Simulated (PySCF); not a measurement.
CH₃, SMILES [CH3], multiplicity 2.

Geometry optimised at PBE-D3(BJ)/def2-TZVPD. The isomer is the one that the SMILES or the coordinates give; other isomers of the formula were not compared.

All values below come from PBE-D3(BJ)/def2-TZVPD run with PySCF 2.14.0.

No scaling factor is applied to the harmonic values.

Modes within 1.5 cm⁻¹ of each other (mostly degenerate sets) share a row, with their intensities summed.

```csv
mode,ν (cm⁻¹),IR (km/mol),moving atoms (share of kinetic energy)
1,527,71.6,"H 80 %, C 20 %"
2–3,1355,5.3,"H 91 %, C 9 %"
4,3050,0.0,H 100 %
5–6,3229,7.6,"H 89 %, C 11 %"
```
